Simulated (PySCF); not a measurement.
isobutene cation (C4H8), SMILES CC(C)=C (connectivity only; charge and spin as stated), charge +1, multiplicity 2. Atoms are numbered in the order given.

```xyz
12

C     -1.2771     0.0184    -0.6739
C      0.0000     0.0000     0.0573
C      1.2771    -0.0184    -0.6739
C      0.0000     0.0000     1.4854
H     -1.1868     0.4840    -1.6667
H     -1.5279    -1.0516    -0.8696
H     -2.1120     0.4371    -0.0951
H      1.5279     1.0516    -0.8696
H      2.1120    -0.4371    -0.0951
H      1.1868    -0.4840    -1.6667
H      0.9396     0.0344     2.0466
H     -0.9396    -0.0344     2.0466
```
Charge +1, spin multiplicity 2.

Geometry optimised at TPSSh-D3(BJ)/def2-SVP. The spin state was assumed, not searched.

Level of theory: PBE/def2-TZVP (PySCF).

ESP charges are fitted to the potential on shells at 1.4 to 2.0 van der Waals radii. Atomic charges (e):

```
atom  ESP fit  meta-Löwdin  Löwdin  Mulliken  Mulliken spin
----  -------  -----------  ------  --------  -------------
C1      -0.60        -0.35   -0.20     -0.35           0.02
C2       0.55         0.25   -0.10      0.15           0.22
C3      -0.60        -0.35   -0.20     -0.35           0.02
C4      -0.16        -0.04    0.11     -0.09           0.67
H5       0.23         0.18    0.17      0.20           0.01
H6       0.25         0.21    0.21      0.22           0.05
H7       0.22         0.17    0.16      0.19           0.01
H8       0.25         0.21    0.21      0.22           0.05
H9       0.22         0.17    0.16      0.19           0.01
H10      0.23         0.18    0.17      0.20           0.01
H11      0.20         0.18    0.16      0.21          -0.02
H12      0.20         0.18    0.16      0.21          -0.02
```

Problem. Give the Mayer and Wiberg (Löwdin basis) orders of the bonds. (The exact figures need the calculation; the answer reports its results.)

Solution. 
| bond | Mayer | Wiberg |
|---|---|---|
| C1–C2 | 1.08 | 1.36 |
| C2–C3 | 1.08 | 1.36 |
| C2–C4 | 1.34 | 1.59 |
| C1–H5 | 0.93 | 0.86 |
| C1–H6 | 0.85 | 0.79 |
| C1–H7 | 0.94 | 0.86 |
| C3–H8 | 0.85 | 0.79 |
| C3–H9 | 0.94 | 0.86 |
| C3–H10 | 0.93 | 0.86 |
| C4–H11 | 0.93 | 0.89 |
| C4–H12 | 0.93 | 0.89 |
